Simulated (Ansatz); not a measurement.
# CH₆AlSi radical: small, medium and large basis sets

How large a basis does CH₆AlSi radical need? Two functionals and correlated methods are run in growing sets.

Program: Ansatz 0.2.0, Gaussian basis. Level of theory: one geometry, several basis sets. These are calculated values, not measurements.

Levels to be run: PBE0-D4/def2-SVP; ωB97M-V/def2-SVP; PBE0-D4/def2-QZVPP; ωB97M-V/def2-QZVPP; CCSD(T)/cc-pV(D+d)Z; CCSD(T)/cc-pV(T+d)Z; CCSD(T)/cc-pV(Q+d)Z; the functionals' def2-TZVPP values are taken from earlier runs.

## 1. The geometry

An earlier PBE0-D4 in a triple-zeta def2 set relaxation fixed the geometry.

9 atoms, charge 0, spin multiplicity 2.

Atoms are counted from 1 here; the program's logs count them from 0.

Bond lengths: C1–Al2 1.969 Å, C1–H4 1.094 Å, C1–H5 1.095 Å, C1–H6 1.095 Å, Al2–Si3 2.485 Å, Si3–H7 1.493 Å, Si3–H8 1.494 Å, Si3–H9 1.492 Å. Angles: Al2–C1–H4 112.2°, Al2–C1–H5 110.7°, Al2–C1–H6 110.5°, H4–C1–H5 108.4°, H4–C1–H6 108.3°, H5–C1–H6 106.6°, C1–Al2–Si3 121.4°, Al2–Si3–H7 109.8°, Al2–Si3–H8 115.5°, Al2–Si3–H9 109.9°, H7–Si3–H8 107.3°, H7–Si3–H9 106.8°, H8–Si3–H9 107.3°.

## 2. PBE0-D4 in def2-SVP

Contents of in.yaml:

```yaml
crystal:
  periodic: [false, false, false]
  atoms:
    - {symbol: C, position_ang: [-0.873300, 1.319152, -1.164922]}
    - {symbol: Al, position_ang: [0.630214, 0.945270, 0.050011]}
    - {symbol: Si, position_ang: [0.892743, -1.273181, 1.137719]}
    - {symbol: H, position_ang: [-1.524055, 0.450068, -1.295566]}
    - {symbol: H, position_ang: [-0.508084, 1.627486, -2.149866]}
    - {symbol: H, position_ang: [-1.478921, 2.147445, -0.782556]}
    - {symbol: H, position_ang: [2.206783, -1.870282, 0.757559]}
    - {symbol: H, position_ang: [-0.162687, -2.278702, 0.809058]}
    - {symbol: H, position_ang: [0.905806, -1.113455, 2.621563]}
basis:
  gaussian: {orbitals: def2-SVP}
magnetization: {spin_polarized: true, initial_magnetization: 1}
hamiltonian: {xc: pbe0, dispersion: d4}
output: {orbitals: {seedname: orbitals}}
```

Started as:

```console
ansatz run in.yaml --threads 2 --pin off --events-out ev --progress --plain --max-ram 32768MiB --backend cpu
```

Further steps of the session: ωB97M-V in def2-SVP; PBE0-D4 in def2-QZVPP; ωB97M-V in def2-QZVPP; CCSD(T) in cc-pV(D+d)Z; CCSD(T) in cc-pV(T+d)Z; CCSD(T) in cc-pV(Q+d)Z.

**Question.** What will the summary of the whole plan be? Wanted: MP2 correlation recovered, cc-pV(D+d)Z; MP2 correlation recovered, cc-pV(T+d)Z; MP2 correlation recovered, cc-pV(Q+d)Z; CCSD(T) limit from def2 sets; PBE0-D4: double and triple zeta above quadruple; ωB97M-V: double and triple zeta above quadruple.

**Answer**, as computed:

| quantity | value |
| --- | --- |
| MP2 correlation recovered, cc-pV(D+d)Z | 73.0 % |
| MP2 correlation recovered, cc-pV(T+d)Z | 89.8 % |
| MP2 correlation recovered, cc-pV(Q+d)Z | 95.7 % |
| CCSD(T) limit from def2 sets (earlier runs) less the limit of this series | -58 meV |
| PBE0-D4: double and triple zeta above quadruple | 6.83, 0.53 eV |
| ωB97M-V: double and triple zeta above quadruple | 6.94, 0.52 eV |

**Reading.** For PBE0-D4 the step from double to triple zeta gains 6.30 eV and the next only 0.53 eV. Correlation climbs from 73 % (cc-pV(D+d)Z) to 96 % (cc-pV(Q+d)Z) of the limit; Hartree-Fock is 0.065 eV from its own by then. A limit from the def2 sets, made apart, differs by 58 meV, a least measure of the doubt on such a limit. These are total energies; as a rule much of such shifts cancels in differences, which this series doesn't test.
